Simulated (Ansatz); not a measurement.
System: PbO (Pbcm, No. 57). Method: rVV10 (plane waves, PAW; Ansatz, an electronic-structure program).

Numerical settings: plane-wave cutoff 520 eV, 8×6×6 k mesh (along the axes of the cell as run), Fermi–Dirac smearing 0.01 eV, scalar-relativistic PAW data made under PBE.

Properties against volume:

Shape and atoms are relaxed at each volume.

| V (Å³/atom) | P (GPa) | direct gap at Γ (eV) | smallest gap on the k mesh (eV) |
|---|---|---|---|
| 19.173 | 1.24 | 3.593 | 1.874 |
| 19.572 | 0.56 | 3.511 | 1.889 |
| 19.972 | 0.00 | 3.433 | 1.910 |
| 20.371 | -0.46 | 3.359 | 1.935 |
| 20.771 | -0.83 | 3.290 | 1.961 |

The fundamental gap (1.91 eV at the equilibrium volume, with added k points) lies elsewhere than Γ–Γ.

Note: the bulk modulus comes from volumes at which shape and atoms were relaxed.

Spin–orbit coupling is not included; with these elements it can move the gap by several tenths of an eV or more.
